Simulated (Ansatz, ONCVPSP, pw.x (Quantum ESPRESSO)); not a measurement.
**From atom to crystal: ONCV potential for aluminium**

ONCVPSP 4.0.1.1 (patched build) input, shortened (lines: element, Z, core and valence counts, functional; n l f; lmax; l rc ep ncon nbas qcut; lloc lpopt rc5 dvloc0; l nproj debl; icmod fcfact rcfact), LDA (Perdew-Wang 92), scalar-relativistic:

```
  Al 13.00    3    2  -001012      upf
    1    0    2.00
    2    0    2.00
    2    1    6.00
    3    0    2.00
    3    1    1.00
    2
    0    2.25    0.00    4    8    2.60
    1    1.80    0.00    4    9    5.60
    2    1.80    0.05    4    8    4.80
    1    5    1.80    0.00
    0    2    0.70
    1    0    0.40
    2    2    2.20
    1    0.40    0.00
```

Crystal test: bcc Al in pw.x 7.5, no spin, 14³ k-points, Fermi–Dirac smearing 0.01 Ry, cutoffs 75/300 Ry. The reference is all-electron LAPW (Ansatz 0.2.0) with the same functional, mesh and smearing; V0 and B0 come from Birch–Murnaghan fits to the pressures at five volumes. Errors are pseudo minus all-electron; Δ is the rms difference of the E(V) curves that follow from these fits, minima aligned, over ±6 % about the mean V0. Mesh and smearing are coarse, so the numbers serve the comparison and aren't converged zero-temperature values; the lattice is a test structure that the element need not adopt.

```csv
V (Å³/atom),P all-electron (GPa),P pseudo (GPa)
15.411,4.35,3.72
15.816,2.08,1.51
16.222,0.10,-0.42
16.628,-1.63,-2.10
17.033,-3.14,-3.58
```

All-electron: a0 = 3.191 Å (V0 = 16.24 Å³/atom), B0 = 73.6 GPa.

Pseudopotential: mean pressure error (GPa): -0.53; a0 (Å): 3.183; a0 error (%): -0.24; B0 error (%): +0.4; Δ (meV/atom): 1.9.

At the middle volume, how do free energy and pressure move when the wave cutoff is lowered (ecutrho kept at four times it)?

```
cutoff (Ry)  shift of F (meV/atom)  shift of P (GPa)
         34                  +24.5             -0.27
         45                  +18.8             +0.03
         60                   +7.4             -0.30
```

Input at the middle volume:

```
&control
  calculation='scf', prefix='x', pseudo_dir='./', outdir='./tmp', tstress=.true., disk_io='none'
/
&system
  ibrav=0, nat=1, ntyp=1, ecutwfc=75, ecutrho=300, nbnd=8,
  occupations='smearing', smearing='fd', degauss=0.01
/
&electrons
  conv_thr=1e-09, mixing_beta=0.4, electron_maxstep=70
/
ATOMIC_SPECIES
Al 1.0 Al.UPF
CELL_PARAMETERS angstrom
  -1.59470909 1.59470909 1.59470909
  1.59470909 -1.59470909 1.59470909
  1.59470909 1.59470909 -1.59470909
ATOMIC_POSITIONS crystal
Al 0.0000 0.0000 0.0000
K_POINTS automatic
14 14 14 0 0 0
```

```bash
pw.x < Al.scf.in > Al.scf.out
```

Lines of the output:

```
Message from routine setup:
     using ibrav=0 with symmetry is DISCOURAGED, use correct ibrav instead
     lattice parameter (alat)  =       5.2196  a.u.
     unit-cell volume          =     109.4715 (a.u.)^3
     number of electrons       =         3.00
     number of Kohn-Sham states=            8
     kinetic-energy cutoff     =      75.0000  Ry
     charge density cutoff     =     300.0000  Ry
     scf convergence threshold =      1.0E-09
     Exchange-correlation= SLA  PW   NOGX NOGC
     number of k points=   104  Fermi-Dirac smearing, width (Ry)=  0.0100
     iteration #  1     ecut=    75.00 Ry     beta= 0.40
     total energy              =      -5.82149727 Ry
     estimated scf accuracy    <       0.00594271 Ry
     iteration #  2     ecut=    75.00 Ry     beta= 0.40
     total energy              =      -5.82057460 Ry
     estimated scf accuracy    <       0.00181102 Ry
     iteration #  3     ecut=    75.00 Ry     beta= 0.40
     total energy              =      -5.82067452 Ry
     estimated scf accuracy    <       0.00000154 Ry
     iteration #  4     ecut=    75.00 Ry     beta= 0.40
     total energy              =      -5.82067646 Ry
     estimated scf accuracy    <          9.1E-09 Ry
     iteration #  5     ecut=    75.00 Ry     beta= 0.40
     total energy              =      -5.82067647 Ry
     estimated scf accuracy    <          1.5E-09 Ry
     iteration #  6     ecut=    75.00 Ry     beta= 0.40
     the Fermi energy is     7.8599 ev
!    total energy              =      -5.82067647 Ry
     estimated scf accuracy    <          6.7E-12 Ry
     smearing contrib. (-TS)   =      -0.00171295 Ry
     The total energy is F=E-TS. E is the sum of the following terms:
     one-electron contribution =       2.98936017 Ry
     hartree contribution      =       0.00310869 Ry
     xc contribution           =      -3.37715136 Ry
     ewald contribution        =      -5.43428101 Ry
     convergence has been achieved in   6 iterations
          total   stress  (Ry/bohr**3)                   (kbar)     P=       -4.20
     Message from routine punch:
     Nothing written, as per user request (disk_io='none')
```

The run at the middle volume (104 k-points, 6 iterations) took about 20 s on one core of a shared host (Neoverse-N1, 64 threads, 124 GiB, load 61).
